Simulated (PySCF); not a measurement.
Rock-salt LiH: PBE at its full settings () and at cheaper ones, in a cell of 2 atoms.

| level and setting | lattice constant a (Å) | bulk modulus (GPa) |
|---|---|---|
| PBE (PySCF) | 4.008 | 35.7 |
| PBE/GTH-SZV (2×2×2 k mesh) (PySCF) | (withheld) | (withheld) |

Task: Some entries are withheld; supply them.

Result: 
- PBE/GTH-SZV (2×2×2 k mesh) (PySCF), lattice constant a (Å): 4.116
- PBE/GTH-SZV (2×2×2 k mesh) (PySCF), bulk modulus (GPa): 38.3

Largest shifts from the full settings: lattice constant a +2.69 % (PBE/GTH-SZV (2×2×2 k mesh)), against a difference of +0.73 % of the full result from the reference 3.979 Å (measured, static lattice: zero-point anharmonic expansion removed; as tabulated in Mejia-Rodriguez and Trickey (2018), arXiv:1807.09216); bulk modulus +7.3 % (PBE/GTH-SZV (2×2×2 k mesh)), against a difference of -11.0 % of the full result from the reference 40.1 GPa (measured, 0 K value with the zero-point phonon effect removed; as tabulated in Mejia-Rodriguez and Trickey (2018), arXiv:1807.09216).

Run with cheap settings on purpose, which may leave them unconverged: PBE/GTH-SZV (2×2×2 k mesh).
